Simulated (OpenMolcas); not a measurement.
# HF/pcseg-2 run of C2F2 (SMILES FC#CF)

What is the vertical singlet–triplet gap of C2F2 at HF/pcseg-2? 

The results are computed with OpenMolcas 26.06.

### 1 The structure to begin with

The species is C2F2 (4 atoms), meant as a singlet with charge 0. As SMILES, `FC#CF`. Geometry: relaxed at PBE0-D4/def2-TZVP.

Bond lengths: F1–C2 1.277 Å, C2–C3 1.184 Å, C3–F4 1.277 Å. Angles: F1–C2–C3 180.0°, C2–C3–F4 180.0°.

### 2 A single-point energy at HF/pcseg-2

job.input

```
* C2F2 Hartree-Fock
>>> EXPORT MOLCAS_PRINT=2

&GATEWAY
  BasLib=$CurrDir
  Coord
  4
  bohr
  F     -0.25775864     0.24188494     3.50128456
  C     -0.06368377     0.05706973     1.10208828
  C      0.11602918    -0.11413946    -1.12136348
  F      0.31010406    -0.29895467    -3.52055977
  Basis=pcseg-2
  Group=NoSym

&SEWARD

&SCF
  PrOrbitals=0
```

The basis set pcseg-2 is read from a file made from the Basis Set Exchange's data (not shown).

Run with:

```bash
export MOLCAS_MEM=1860
pymolcas job.input > job.log
```

Log (excerpt; [...] marks lines left out):

```text
--- Start Module: gateway ---
[...]
--- Stop Module: gateway /rc=_RC_ALL_IS_WELL_ ---
--- Start Module: seward ---
[...]
      Basis functions          120
--- Stop Module: seward /rc=_RC_ALL_IS_WELL_ ---
[...]
--- Start Module: scf ---
[...]
       Convergence after  10 Iterations
[...]
::    Total SCF energy                               -274.5686157253
[...]
      Total spin, S                                     0.0000000000
[...]
      Total electronic charge=   30.000000
      Total            charge=   -0.000000
[...]
      Dipole Moment (debye):
      Origin of the operator (angstrom)=    0.0139   -0.0151   -0.0051
                   X= -3.3530E-09               Y=  2.4232E-09               Z=  3.2272E-08           Total=  3.2536E-08
      Quadrupole Moment (debye*angstrom):
[...]
--- Stop Module: scf /rc=_RC_ALL_IS_WELL_ ---
[...]
```

It took 14 s on 1 thread of Arm Neoverse V1, shared host; peak memory 0.76 GiB.

### 3 The triplet at the same level

job.inp

```
&GATEWAY
BasLib=$CurrDir
Coord
4
bohr
F     -0.25775864     0.24188494     3.50128456
C     -0.06368377     0.05706973     1.10208828
C      0.11602918    -0.11413946    -1.12136348
F      0.31010406    -0.29895467    -3.52055977
Basis=pcseg-2
Group=NoSym
&SEWARD
&SCF
UHF
Spin=3
PrOrbitals=0
```

The basis set pcseg-2 is read from a file made from the Basis Set Exchange's data (not shown).

Run with:

```bash
export MOLCAS_MEM=1860
pymolcas job.inp > job.log
```

Log (excerpt; [...] marks lines left out):

```text
--- Start Module: gateway ---
[...]
--- Stop Module: gateway /rc=_RC_ALL_IS_WELL_ ---
--- Start Module: seward ---
[...]
      Basis functions          120
--- Stop Module: seward /rc=_RC_ALL_IS_WELL_ ---
[...]
--- Start Module: scf ---
[...]
       Convergence after  20 Iterations
[...]
::    Total SCF energy                               -274.3162528478
[...]
      Total spin, S                                     1.0043162552
[...]
      Total electronic charge=   30.000000
      Total            charge=   -0.000000
[...]
      Dipole Moment (debye):
      Origin of the operator (angstrom)=    0.0139   -0.0151   -0.0051
                   X=  4.8788E-07               Y= -5.6144E-08               Z=  1.0927E-06           Total=  1.1980E-06
      Quadrupole Moment (debye*angstrom):
[...]
--- Stop Module: scf /rc=_RC_ALL_IS_WELL_ ---
[...]
```

It took 23 s on 1 thread of Arm Neoverse V1, shared host; peak memory 0.76 GiB.

### 4 What came out

At HF/pcseg-2:

| quantity | value |
| --- | --- |
| singlet: total energy | -274.56862 Eh |
| singlet: dipole moment | 0.00 D |
| singlet: HOMO energy | -11.59 eV |
| singlet: LUMO energy | 4.10 eV |
| singlet: HOMO–LUMO gap | 15.69 eV |
| triplet: total energy | -274.31625 Eh |
| triplet: dipole moment | 0.00 D |
| triplet: HOMO energy (highest over α and β) | -4.20 eV |
| triplet: LUMO energy (lowest over α and β) | -0.78 eV |
| triplet: ⟨S²⟩ | 2.013 |
| vertical energy of the triplet above the singlet | 6.867 eV |

**Reading.** At this shape the triplet lies 6.87 eV (663 kJ/mol) above the singlet. Mulliken charges (singlet) run from -0.28 on F1 to +0.28 on C2; they depend strongly on the basis.
